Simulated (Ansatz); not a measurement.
System: rock-salt HfC. Method: PBEsol (plane waves, PAW; Ansatz, a program for electronic structure).

A relaxed, unreconstructed slab of the (100) face has 12 atoms, two equal faces of 10.612 Å² each and an energy of -95077.6634 eV. A bulk cell of 4 atoms with the same orientation and in-plane k mesh has -31693.4189 eV. Energies are extrapolated to zero smearing.

Run with plane-wave cutoff 500 eV, 14×14×1 k mesh (along the axes of the cell as run), Fermi–Dirac smearing 0.05 eV, scalar-relativistic PAW data made under PBE.

Worked out: γ = (E_slab − N E_bulk per atom)/2A = [-95077.6634 − 12 × (-31693.4189/4)]/(2 × 10.612) = 0.1222 eV/Å². With 16.022 J/m² per eV/Å² this is 1.96 J/m², or 1.30 eV per surface cell and face.
